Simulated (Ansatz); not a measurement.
```xyz
8

C     0.0137    0.0519   -0.4212
C    -0.0055    1.1542    0.1601
C     0.0060   -1.1737    0.1441
H    -0.0679   -0.0065   -1.6118
H    -0.0384    2.1872   -0.3461
H     0.0340    1.1823    1.2779
H    -0.0961   -2.1378   -0.3156
H     0.1011   -1.2508    1.2676
```

RHF-MP2 on singlet C3H5(+) was run in several spherical basis sets with Ansatz (development build ahead of 0.2.0). Frozen core: 3 orbitals. Caution for RHF-MP2: no unrestricted run beside it, a lower state can exist.

Q: Rank the basis sets by the total energy that they give, lowest first, with the distance from the lowest.
A. cc-pVDZ
B. STO-3G
C. def2-SVP
D. 6-31G

A: A (0.00 eV), C (2.58 eV), D (4.96 eV), B (43.75 eV).

Totals follow the description of the cores as much as that of the bonds, so this order isn't one of quality for chemistry.
